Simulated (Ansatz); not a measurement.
**CHCl₃: one species, many methods**

The task here is to estimate one member of a computed series from the others.

Program: Ansatz 0.2.0, Gaussian basis. Level of theory: functionals in def2-TZVPP, the program's frozen cores in correlated methods. These are calculated values, not measurements.

The runs, in order: LDA (SPW92), PBE-D4, revPBE-D4, BLYP-D4, r2SCAN-D4, B97M-V, PBE0-D4, B3LYP-D4, r2SCANh-D4, r2SCAN0-D4, HSE06-D4, BHLYP-D4, CAM-B3LYP-D4, LC-ωPBE, ωB97X-V, ωB97M-V, B2PLYP, PBE-QIDH; CCSD(T)/def2-SVP; CCSD(T)/def2-TZVPP; CCSD(T)/def2-QZVPP; extrapolation to the limit; RPA on PBE.

### Structure used throughout

The geometry comes from an earlier relaxation with PBE0-D4 in a triple-zeta def2 set; it is a stationary point.

5 atoms, charge 0, spin multiplicity 1.

Atoms are counted from 1 here; the program's logs count them from 0.

Bond lengths: C1–H2 1.085 Å, C1–Cl3 1.759 Å, C1–Cl4 1.759 Å, C1–Cl5 1.759 Å. Angles: H2–C1–Cl3 107.7°, H2–C1–Cl4 107.7°, H2–C1–Cl5 107.7°, Cl3–C1–Cl4 111.2°, Cl3–C1–Cl5 111.2°, Cl4–C1–Cl5 111.2°.

Set-up of the first run:

Input file in.yaml:

```yaml
crystal:
  periodic: [false, false, false]
  atoms:
    - {symbol: C, position_ang: [-0.000000, 0.000003, 0.452430]}
    - {symbol: H, position_ang: [0.000000, 0.000002, 1.536989]}
    - {symbol: Cl, position_ang: [0.000000, 1.675496, -0.083336]}
    - {symbol: Cl, position_ang: [1.451012, -0.837751, -0.083339]}
    - {symbol: Cl, position_ang: [-1.451012, -0.837751, -0.083339]}
basis:
  gaussian: {orbitals: def2-TZVPP}
hamiltonian: {xc: lda}
output: {orbitals: {seedname: orbitals}}
```

Run with:

```
ansatz run in.yaml --threads 2 --pin off --events-out ev --progress --plain --max-ram 32768MiB --backend cpu
```

Among the steps run: LDA; PBE-D4 (GGA); revPBE-D4 (GGA); BLYP-D4 (GGA); r2SCAN-D4 (meta-GGA); B97M-V (meta-GGA); B3LYP-D4 (hybrid); r2SCANh-D4 (hybrid); r2SCAN0-D4 (hybrid); HSE06-D4 (hybrid); BHLYP-D4 (hybrid); CAM-B3LYP-D4 (range-separated); LC-ωPBE (range-separated); ωB97X-V (range-separated); ωB97M-V (range-separated); B2PLYP (double hybrid); PBE-QIDH (double hybrid).

One of the session's tables, all rows but one given; the rest of the session is left out.

It belongs to the step «Frontier levels by functional». 

```
  functional  HOMO (eV)  gap (eV)
 LDA (SPW92)      -7.55      5.50
      PBE-D4      -7.41      5.54
   revPBE-D4      -7.36      5.57
     BLYP-D4      -7.24      5.49
   r2SCAN-D4      -7.78      6.04
      B97M-V      -7.88      6.25
     PBE0-D4      -8.85      8.09
    B3LYP-D4      -8.56      7.52
  r2SCANh-D4      -8.30      6.98
  r2SCAN0-D4      -9.09      8.39
    HSE06-D4      -8.45      7.29
    BHLYP-D4          ?         ?
CAM-B3LYP-D4     -10.23     10.69
     LC-ωPBE     -11.70     13.48
     ωB97X-V     -11.29     12.89
     ωB97M-V     -11.11     12.59
```

Q: Estimate the row for BHLYP-D4 from the others.

Worked estimate for «HOMO (eV)». Against the share of exact exchange, BLYP-D4 (0, -7.24), B3LYP-D4 (0.2, -8.56) give a slope of -6.60 per unit share; at 0.5 the line stands at -10.54.

As computed: HOMO (eV): -10.14; gap (eV): 10.56. In «HOMO (eV)» the line misses by -0.40.
